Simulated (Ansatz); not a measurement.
A ladder of methods for SiCl2 (SMILES Cl[Si]Cl)

SiCl2 has 3 atoms, charge 0, and is taken as a singlet. SMILES: `Cl[Si]Cl`. Geometry: relaxed at PBE0-D4/def2-TZVP.

```xyz
3

Cl    0.2938    1.6038    0.3380
Si   -0.7701   -0.0104   -0.4220
Cl    0.4763   -1.5934    0.0840
```

Quantity: the energy change with the Cl1–Si2 bond stretched from 2.077 to 5.193 Å, in eV. The values are calculated.

```csv
level,kind,program,value (eV),CPU time (all runs)
BLYP/STO-3G (restricted),GGA,Ansatz,?,5.2 s
PBE/STO-3G (restricted),GGA,Ansatz,?,8.2 s
revPBE/STO-3G (restricted),GGA,Ansatz,4.52,8.8 s
B3LYP/STO-3G (restricted),global hybrid,Ansatz,5.19,9.9 s
BHLYP/STO-3G (restricted),global hybrid,Ansatz,6.02,4.5 s
wB97M-V/STO-3G (restricted),range-separated hybrid,Ansatz,6.39,65 s
B2PLYP/STO-3G (restricted),double hybrid,Ansatz,4.52,7 s
CCSD(T)/STO-3G (restricted),coupled cluster or CI,Ansatz,2.66,0.78 s
FCI/STO-3G,exact in the basis,Ansatz,4.34,1.5 s
```

(1) Estimate what the levels marked ? give.

Answers

(1) As computed at these levels: BLYP/STO-3G (restricted): 4.44 eV; PBE/STO-3G (restricted): 4.68 eV. The first shape isn't each level's own minimum. The values span 2.66 to 6.39 eV. All rows use very small basis sets, so even the best lies far from the true value. Times are those of the runs behind each value, whatever else they computed, on shared processors of several kinds: orders of magnitude only.
